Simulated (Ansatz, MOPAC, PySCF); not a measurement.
CH4O (SMILES CO) with CH4O (SMILES CO) on the geometries of the S66x8 set, where R/Re scales the closest contact. Geometry at R/Re = 1.00 (charge 0, multiplicity 1):
```xyz
12

O     -1.4572     0.3213    -0.1022
H     -0.5129     0.2975    -0.3063
C     -1.9731    -0.9667    -0.3675
H     -3.0310    -0.9517    -0.1188
H     -1.8777    -1.2481    -1.4190
H     -1.4959    -1.7417     0.2377
O      1.4202     0.2212    -0.3963
H      1.8890     0.8356    -0.9660
C      1.9290     0.3782     0.9254
H      1.3755    -0.3100     1.5555
H      2.9880     0.1278     0.9821
H      1.7766     1.3889     1.3033
```

Interaction energies with rigid monomers; basis-set methods are counterpoise corrected unless marked otherwise.

Rows in 6-31G* carry no dispersion term and start afresh at each structure (6-31G* with six Cartesian d functions). The state that PM3, PM6 reach isn't checked.

The values were computed with Ansatz (a program for electronic structure) with Gaussian orbitals; MOPAC for PM3, PM6 (differences of heats of formation); PySCF for 6-31G* rows, the dispersion terms. Each number belongs to the level named beside it.

```
R/Re  PM3 (kcal/mol)  PM6 (kcal/mol)  BP86/6-31G* (no counterpoise) (kcal/mol)  PBE0-D3(BJ)/def2-TZVPPD (kcal/mol)  PBE0-D4/def2-TZVPPD (kcal/mol)
----  --------------  --------------  ----------------------------------------  ----------------------------------  ------------------------------
0.90      (withheld)           -2.90                                     -6.33                               -5.59                           -5.60
1.00           -2.21           -3.51                                     -6.63                               -5.91                           -5.92
1.10           -1.31           -3.33                                     -5.96                               -5.38                           -5.39
1.25           -1.41      (withheld)                                     -4.64                               -4.22                           -4.23
1.50           -1.05           -1.61                                     -2.83                               -2.61                           -2.61
2.00           -0.49           -0.76                                     -0.91                               -1.03                           -1.03
```

What belongs in the gaps?


- 0.90, PM3 (kcal/mol): -2.27
- 1.25, PM6 (kcal/mol): -2.63
